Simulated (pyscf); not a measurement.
**Addition across a multiple bond or ene-type step: O=Cr(=O)=O + hydrogen (H₂) → O=CrH(=O)–OH**

Gas phase, singlet surface, charge 0. Bonds broken: H5–H6. Bonds formed: Cr2–H5, O4–H6. PySCF, gas phase, ωB97X-D3(BJ)/def2-SVP geometries.

Transition state (Å):

```xyz
6

O      1.9131     0.5737    -0.8378
Cr     0.9399     0.1182     0.2664
O      0.9777     0.9744     1.5468
O     -0.4935    -0.4756    -0.1965
H      1.2831    -1.4707     0.6684
H      0.3471    -1.4483     0.2975
```

One imaginary mode, 1315i cm⁻¹; descent along it reached the two sides named, in the forms told below.

| bond | change | reactant side (Å) | saddle | product side |
|---|---|---|---|---|
| H5–H6 | breaks | 0.787 | 1.007 | 3.2 |
| Cr2–H5 | forms | 1.900 | 1.675 | 1.540 |
| O4–H6 | forms | 2.391 | 1.377 | 0.969 |

Electronic energies relative to the separated reactants (kcal/mol):

| level | barrier | reaction energy | reverse barrier |
|---|---|---|---|
| ωB97X-D3(BJ)/def2-TZVP | -6.7 | -49.8 | 43.1 |
| PBE/def2-TZVP | -8.4 | -42.8 | 34.4 |
| r²SCAN/def2-TZVP | -8.6 | -45.8 | 37.1 |
| B3LYP-D3(BJ)/def2-TZVP | -6.5 | -47.5 | 40.9 |
| PBE0-D3(BJ)/def2-TZVP | -9.6 | -50.1 | 40.5 |
| M06-2X/def2-TZVP | -7.6 | -53.9 | 46.3 |
| ωB97M-D3(BJ)/def2-TZVP | -7.1 | -51.1 | 44.0 |

With ωB97M-D3(BJ)/def2-TZVP energies and thermal terms (ideal gas, 1 atm, RRHO with modes under 100 cm⁻¹ raised to 100, one conformer, R ln 2 for chiral ones without a mode under 150 cm⁻¹), in kcal/mol:

| T (K) | ΔH‡ | ΔG‡ | ΔH | ΔG |
|---|---|---|---|---|
| 298 | -6.0 | 2.3 | -47.3 | -39.8 |
| 600 | -7.0 | 11.1 | -47.6 | -32.0 |
| 900 | -7.2 | 20.2 | -47.3 | -24.2 |
| 1200 | -7.1 | 29.4 | -46.8 | -16.6 |

On the reactant side the descent ends in an adduct with a Cr–H contact, 17.2 kcal/mol under the separated species and 10.5 kcal/mol under the saddle at ωB97X-D3(BJ)/def2-TZVP. At ωB97X-D3(BJ)/def2-TZVP, PBE, r²SCAN, B3LYP-D3(BJ), PBE0-D3(BJ), M06-2X, ωB97M-D3(BJ) the saddle lies under the separated reactants, which points to a path from their complex (located at ωB97X-D3(BJ) alone). This is the saddle that the search found; another between the same sides may lie lower.
